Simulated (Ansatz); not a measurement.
Frontier orbitals of `CCCOC`.

Total charge 0; spin multiplicity 1. The geometry is a stationary point of PBE0-D4/def2-TZVP. It is one conformer, not always the lowest. Basis def2-TZVPP, Ansatz.

| functional | HOMO (eV) | LUMO (eV) | gap (eV) |
| --- | --- | --- | --- |
| PBE | -5.77 | 0.49 | 6.26 |
| revPBE | -5.72 | 0.58 | 6.30 |
| PBE0 | -7.35 | 1.29 | 8.64 |
| B3LYP | -7.13 | 0.94 | 8.07 |
| BHLYP | -8.93 | 1.86 | 10.79 |
| ωB97M-V | -9.78 | 2.71 | 12.49 |
| HF | -11.40 | 3.79 | 15.19 |

A quarter of exact exchange (PBE0) shifts PBE's HOMO by −1.58 eV and its LUMO by +0.79 eV; full exchange at long range (ωB97M-V) shifts them by −4.01 and +2.21 eV. The gap opens from 6.26 to 12.49 eV, since occupied levels lose self-interaction and empty ones feel all the electrons. A positive LUMO is unbound and depends on the basis.

B3LYP here is the variant with VWN-RPA as its local correlation; programs differ in this.
